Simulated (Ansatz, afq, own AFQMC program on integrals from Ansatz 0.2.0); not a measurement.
## AlO⁺, triplet: AFQMC among the cluster methods

```xyz
2

Al    0.0000    0.0000    0.0000
O     0.0000    0.0000    2.8310
```

Basis 6-31G. Only valence electrons are correlated. Ansatz 0.2.0 and our own AFQMC program on the same integrals; the CISD trial comes from CCSD amplitudes, and released means the phaseless constraint is let go. Uncertainties: one standard error, sampling alone.

Determinant: UHF, the one that the program's search chose, which needn't be the lowest solution. The geometry is a point of a scan.

Full CI on the same integrals is exact in this basis and with this determinant's frozen core.

Cautions: lower spins were not checked.

- T1 diagnostic: 0.0095
- weight of the determinant in the CISD state: 0.920
- ⟨S²⟩ of the determinant: 2.009
- size of the correlated space: 8 electrons in 16 orbitals

Reference: full CI, correlation energy -2.667 eV. The released energy is read at 2.40 1/Eh (meV from the phaseless value at times in 1/Eh: 0.2 ± 1.2 at 0.24, -5 ± 3 at 0.51, -3.6 ± 0.9 at 0.99, -5.6 ± 0.9 at 1.62, -2.3 ± 1.0 at 2.40).

| level | E − E(reference) (kJ/mol) | share of correlation (%) |
| --- | --- | --- |
| HF | 257.3 | 0.00 |
| MP2 | 66.0 | 74.37 |
| CCSD | 2.0 | 99.22 |
| CCSD(T) | 0.4 | 99.83 |
| CCSDT | 0.1 | 99.97 |
| CCSDT(Q) | 0.0 | 100.00 |
| CCSDTQ | 0.0 | 100.00 |
| ph-AFQMC/CISD | 0.5 ± 0.1 | 99.81 |
| released AFQMC | 0.3 ± 0.09 | 99.89 |

CCSDT and higher add their correlation energy to the determinant of the CCSD(T) run, since their own runs factorise the integrals more tightly (a shift of under 2 meV). A walk keeps the symmetry of its determinant, which the program's search chose and which needn't be the lowest solution, so a lower state of the same spin and another symmetry isn't excluded. Released energies are given only where the last usable release times agree within the noise; a slower fall can still hide under it.
